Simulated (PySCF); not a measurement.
Below is a simulated gas-phase C 1s photoelectron spectrum of difluoroacetate (`O=C([O-])C(F)F`).

Every computed line was given a Gaussian of 0.7 eV full width at half maximum and an area set by the number of equivalent atoms; the highest printed point is 100. Computed, not measured: delta-SCF UKS SCAN, pcX-2 on the ionised atom, pcseg-1 elsewhere, spin-free X2C (PySCF).

(binding energy (eV), intensity): (287.4, 0), (287.5, 1), (287.6, 2), (287.7, 5), (287.8, 11), (287.9, 21), (288.0, 36), (288.1, 55), (288.2, 75), (288.3, 91), (288.4, 100), (288.5, 98), (288.6, 85), (288.7, 66), (288.8, 46), (288.9, 29), (289.0, 16), (289.1, 8), (289.2, 4), (289.3, 3), (289.4, 5), (289.5, 10), (289.6, 20), (289.7, 34), (289.8, 53), (289.9, 73), (290.0, 90), (290.1, 100), (290.2, 98), (290.3, 86), (290.4, 68), (290.5, 48), (290.6, 30), (290.7, 17), (290.8, 8), (290.9, 4), (291.0, 1), (291.1, 1)

**Question.** Count the maxima, the lines and the sites behind this envelope.

**Answer.** The curve has 2 maxima (at 288.4 and 290.1 eV). Under it lie 2 lines from 2 inequivalent carbon sites.

**Question.** Decompose the envelope and assign each component. Numbering: `[O:1]=[C:2]([O-:3])[CH:4]([F:5])[F:6]`.

**Answer.** 
```tsv
position (eV)	relative area	line	atoms	environment
288.43	1	C 1s	C2	carboxylate carbon
290.14	1	C 1s	C4	CHF2 carbon
```

**Question.** Above which line width would these two lines show one maximum?

**Answer.** Two equal Gaussians merge once their distance is under 2σ = FWHM/1.177. With 1.71 eV between them that is a full width over 2.01 eV.

The listed C 1s values span 1.71 eV, from C2 (bonded to 2 O and C) to C4 (bonded to 2 F, C and H).

No satellites, vibrations or lifetime broadening are included. The species carries charge -1, so core ionisation leaves a neutral species. The basis sets have no added diffuse functions. Isolated species at its GFN2-xTB geometry (one conformer only).

The values belong to the conformer `[O:1]=[C:2]([O-:3])[CH:4]([F:5])[F:6]`: O1–C2–C4–F5 120°.
